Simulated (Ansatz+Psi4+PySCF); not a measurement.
**doublet CN: levels of theory in one basis**

```xyz
2

C     0.0000    0.0000   -0.6110
N     0.0000    0.0000    0.5238
```

Basis set: cc-pVTZ (spherical functions). Correlated methods keep 2 orbitals frozen. Correlation on ROHF uses semicanonical orbitals with singles. Charge 0, multiplicity 2.

Computed with Ansatz (development build ahead of 0.2.0) and Psi4 1.11; each method stands on the lowest determinant of its kind that the runs found.

```csv
method,E − E(ROHF) (eV),<S²> of the determinant
ROHF,0.00,0.75
UHF,-0.36,1.02
ROHF-MP2,-8.56,–
ROHF-CCSD,-8.80,–
UHF-CCSD,-8.79,1.02
ROHF-CCSD(T),-9.30,–
UHF-CCSD(T),-9.27,1.02
```

Q: What does UHF-MP2 give on the same scale?

A: -8.00 eV.

Caution for UHF, UHF-MP2, UHF-CCSD, UHF-CCSD(T): the unrestricted determinant is spin contaminated. Caution for ROHF-MP2, UHF-MP2, ROHF-CCSD, UHF-CCSD, ROHF-CCSD(T), UHF-CCSD(T): large amplitudes, a single reference is doubtful.
